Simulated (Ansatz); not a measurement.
# AlNH4 (AlH2(NH2)): the energy, rung by rung

The species is AlNH4 (6 atoms), meant as a singlet with charge 0. As SMILES, `[H][Al]([H])[NH2]`. The shape comes from GFN2-xTB, which is rough for such elements, and wasn't checked as a minimum.

```xyz
6

Al    0.4112    0.7098    0.0041
H     1.9511    0.7541    0.0402
H    -0.3175    2.0686   -0.0206
N    -0.4778   -0.8270   -0.0067
H    -0.8038   -1.3379   -0.8198
H    -0.7632   -1.3675    0.8027
```

Quantity: the energy change with the N4–H6 bond stretched from 1.014 to 2.029 Å, in eV. The values are calculated.

```tsv
level	kind	program	value (eV)	less FCI/STO-3G
SVWN5/STO-3G (restricted)	LDA	Ansatz	5.69	+1.03
PBE/STO-3G (restricted)	GGA	Ansatz	5.39	+0.73
revPBE/STO-3G (restricted)	GGA	Ansatz	5.29	+0.63
r2SCAN0/STO-3G (restricted)	hybrid meta-GGA	Ansatz	6.35	+1.69
wB97M-V/STO-3G (restricted)	range-separated hybrid	Ansatz	6.20	+1.54
B2PLYP/STO-3G (restricted)	double hybrid	Ansatz	5.91	+1.25
MP2/STO-3G (restricted)	perturbation theory	Ansatz	6.02	+1.36
CCSDT/STO-3G (restricted)	coupled cluster or CI	Ansatz	4.88	+0.22
CCSDTQ/STO-3G (restricted)	coupled cluster or CI	Ansatz	4.87	+0.21
FCI/STO-3G	exact in the basis	Ansatz	4.66	0.00
```

FCI/STO-3G is exact within its basis and frozen core, so for wave-function methods in that basis the difference is their error; functionals converge differently with the basis, so for them it is only a difference. The first shape isn't each level's own minimum. The values span 4.66 to 6.35 eV. All rows use very small basis sets, so even the best lies far from the true value.
